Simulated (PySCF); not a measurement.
Ligands exchanged one at a time, B Cl-I. Isolated molecules, 0 K electronic values unless said otherwise. Strings in code marks are SMILES.

The S1–T1 gap (TDA) from two functionals at the same geometries (CAM-B3LYP-D3(BJ)/def2-TZVP), both in PySCF: PBE-D3(BJ)/def2-TZVP and CAM-B3LYP-D3(BJ)/def2-TZVP. Excitations are Tamm–Dancoff values on a coarser integration grid. The basis has no diffuse functions, so Rydberg states are missing or too high.

```csv
species,PBE-D3(BJ)/def2-TZVP (eV),CAM-B3LYP-D3(BJ)/def2-TZVP (eV)
0 of 3 Cl replaced by I,0.19,0.18
1 of 3 Cl replaced by I,0.14,0.14
2 of 3 Cl replaced by I (`IB(I)Cl`),0.15,0.14
3 of 3 Cl replaced by I,0.15,0.14
```

Over these rows, drawn at random from the members with no instability flagged (it was tested for open shells, ions and some series alone), PBE minus CAM-B3LYP-D3(BJ): mean +0.01 eV, from +0.01 eV to +0.01 eV.
